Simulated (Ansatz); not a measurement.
Ansatz (a first-principles code) input (B3LYP/aug-cc-pV(Q+d)Z): A basis named .json is the Basis Set Exchange file of that set (core-valence sets with the plain set on hydrogen).

Ansatz 0.2 input:
```yaml
crystal:
  periodic: [false, false, false]
  atoms:
    - {symbol: Cl, position_ang: [-0.00000000, -0.00000000, -1.00677069]}
    - {symbol: Cl, position_ang: [0.00000000, 0.00000000, 1.00677069]}
basis:
  gaussian:
    orbitals: aug-cc-pV_Q+d_Z.json
hamiltonian:
  xc: {name: B3LYP}
magnetization: {spin_polarized: false}
```

Output:

```
Functional definition: B3LYP
integrals: 0.08 GiB planned
848 factors; their error is unknown
mean field: 0.74 GiB planned
mean field evaluation 1: about -25046.4130 eV, gradient 8.4e0 eV
mean field evaluation 2: about -25046.4937 eV, gradient 4.9e0 eV
mean field evaluation 4: about -25046.5293 eV, gradient 3.6e-1 eV
mean field evaluation 8: about -25046.6157 eV, gradient 1.4e-3 eV
mean field -25046.61568473 eV, -920.4461492081 hartree, gradient 1.5e-5 eV, S^2 0.000000; 0 other end points of the search recorded, 0 dependent functions left out
reference -25046.61588376 eV, -920.4461565220 hartree; 17, 17 occupied and 161, 161 virtual orbitals, 848 factors
Total energy: -25046.61588376 eV, -920.4461565220 hartree
```
